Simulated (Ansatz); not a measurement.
# How far each method lies from full CI for HSiAl⁺, doublet

Geometry: that of the HSiAl, singlet, kept fixed.

```xyz
3

Si    0.0000   -0.0660    1.2777
Al    0.0000    0.0144   -1.3676
H     0.0000    1.4550    1.0066
```

Basis 6-31G; Ansatz 0.2.0. Only valence electrons are correlated (noble-gas cores frozen), which leaves 7 electrons in 18 orbitals. R marks a restricted (for open shells ROHF) determinant, U an unrestricted one. Active spaces: valence = (7e, 9o) chosen from the atoms' valence shells.

Full CI is exact within this basis and frozen core; it isn't the basis-set limit. The frozen core follows each run's orbitals, which can shift R against U totals by a few meV.

For open shells CISD and CISDTQ are restricted-active-space CI with the open shells as a complete middle space.

* UHF ⟨S²⟩: 0.810
* T1 diagnostic (RCCSD): 0.0295
* largest doubles amplitude (RCCSD): 0.085
* T1 diagnostic (UCCSD): 0.0235

```csv
level,E − E(full CI) (meV),share of correlation (%),wall time
RHF,2550,0.00,–
UHF,2331,8.58,–
RMP2,858,66.35,–
UMP2,873,65.77,–
CISD,191,92.49,0.57 s
RCCSD,50,98.03,–
UCCSD,46,98.19,–
RCCSD(T),16,99.38,1.2 s
UCCSD(T),15,99.41,2.3 s
BCCD(T),16,99.38,1.1 s
RCCSDT,3,99.87,–
UCCSDT,3,99.88,–
CISDTQ,4,99.83,2.2 s
RCCSDT(Q),1,99.96,2.2 s
UCCSDT(Q),1,99.97,4.2 s
RCCSDTQ,0,100.00,12 s
UCCSDTQ,0,100.00,14 s
CASSCF (valence space),448,82.44,–
NEVPT2 (valence space),128,94.98,2.4 s
MRCISD (valence space),11,99.56,–
MRCISD+Q (valence space),5,99.81,3.1 s
```

The correlation energy at full CI, counted from RHF, is -2.550 eV. That run took 8.5 s on 1 thread of Intel Xeon 6975P-C, shared host over 1,249,920 determinants.

Times hold each run's SCF and search for its determinant on a shared host, so for small cases they say little of a method's own cost; they ran on 1 thread of Intel Xeon 6975P-C.

The full-CI state has the irrep A' of Cs, in the program's axes.

Natural occupations of full CI about the gap: 1.967 1.938 1.881 0.990 0.048 0.047 0.040 0.038 0.033 0.006; effectively unpaired electrons, Σ n²(2−n)², 1.10.
